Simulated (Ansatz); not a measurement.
Potential energy surface of H3, doublet: collinear H-H-H surface. Scanned: first H-H distance and second H-H distance.

Cartesian coordinates as functions of the variables (Å; names that start with a are angles):
```
H  0  0  -r1
H  0  0  0
H  0  0  r2
```

Calculation: full CI/aug-cc-pVQZ, frozen core in Ansatz (a first-principles code).

Energy in kJ/mol above the lowest grid point; x is the first H-H distance (Å), y the second H-H distance (Å).

```csv
y \ x,0.63,0.68,0.73,0.81,0.86,0.94,1.02,1.09,1.20,1.40,1.60,1.74,2.15
2.15,28.4,7.8,0.2,6.6,18.4,44.9,77.1,107.5,156.1,238.7,306.5,343.5,403.2
1.83,33.7,12.7,4.7,10.4,21.7,47.5,78.8,108.4,155.5,234.6,296.7,327.3,362.6
1.50,47.1,24.7,15.3,18.5,28.1,50.9,78.8,105.0,145.8,208.8,248.5,263.0,274.7
1.38,55.3,31.9,21.3,22.5,30.7,51.0,76.2,99.5,135.1,186.5,215.0,224.2,231.0
1.22,70.5,44.7,31.6,28.3,33.6,48.6,67.7,85.2,110.8,143.6,158.7,162.8,164.8
1.13,81.9,54.1,38.9,32.0,34.8,45.5,59.9,73.2,92.0,114.3,123.3,125.2,125.2
1.04,96.3,66.0,48.1,36.5,36.1,41.6,50.6,59.1,70.9,83.6,87.3,87.5,85.6
0.94,117.8,83.9,62.2,44.2,39.7,38.4,40.8,43.8,48.0,51.1,50.0,48.5,44.9
0.88,134.9,98.4,74.1,51.7,44.4,38.8,37.1,36.9,36.8,34.8,31.2,28.8,24.3
0.82,157.0,117.6,90.4,63.3,53.1,43.0,37.2,33.8,29.7,23.1,17.2,14.0,8.6
0.75,191.9,148.9,117.9,85.1,71.4,56.1,45.7,38.8,30.4,18.8,10.5,6.4,0.0
0.69,233.5,187.2,153.0,115.0,98.3,78.7,64.5,54.9,43.0,27.6,17.4,12.6,5.4
0.63,291.5,241.9,204.3,161.3,141.7,117.8,100.0,87.8,72.8,53.8,41.8,36.3,28.4
```

Points that lie below all their neighbours on the grid: x = 2.15, y = 0.75 on the edge of the grid (0.0 kJ/mol); x = 0.73, y = 2.15 on the edge of the grid (0.2 kJ/mol). The lowest path on the grid from the first to the second passes x = 0.94, y = 0.94 at 38.4 kJ/mol.
